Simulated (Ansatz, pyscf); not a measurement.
Al–Cl [singlet] + NH₃ → H₂N–AlH–Cl, an insertion on the singlet surface: H–N broken, Al–N, Al–H formed. Optimised with ωB97X-D3(BJ)/def2-SVP in PySCF. Wave-function energies: Ansatz (an electronic-structure program), frozen core, RHF or UHF references. In kcal/mol, from the separated reactants.

| level | barrier | reaction energy |
|---|---|---|
| ωB97M-D3(BJ)/def2-TZVP | 35.72 | -34.18 |
| PBE/def2-TZVP | 25.08 | -32.97 |
| CCSD(T)/cc-pV(D+d)Z | 35.28 | -31.38 |
| CCSDT(Q)/cc-pV(D+d)Z | 34.55 | -31.39 |
| CCSD(T)/cc-pV(T+d)Z | 32.71 | -35.47 |
| CCSD(T)/cc-pV(Q+d)Z | 31.83 | -36.84 |

In cc-pV(D+d)Z, going from CCSD(T) to CCSDT(Q) shifts the barrier by -0.73 and the reaction energy by 0.00 kcal/mol. With HF in the quadruple-zeta basis and the correlation energy extrapolated as X⁻³ from X = 3, 4, CCSD(T) gives 31.42 and -37.50; adding the double-zeta shift gives ΔE‡ = 30.69 and ΔE = -37.51 kcal/mol, without core correlation, relativity or geometry relaxation at these levels. On the reactant side the descent ends in an adduct with a Al–N contact, 13.76 kcal/mol under the separated species and 48.30 kcal/mol under the saddle at ωB97X-D3(BJ)/def2-TZVP. What is counted as formed (Al–N) is already present as a longer contact in the reactant adduct; forming that adduct is a step of its own. At ωB97X-D3(BJ)/def2-TZVP the barrier from the zero used here is 34.54 kcal/mol. This is the saddle that the search found; another between the same sides may lie lower.
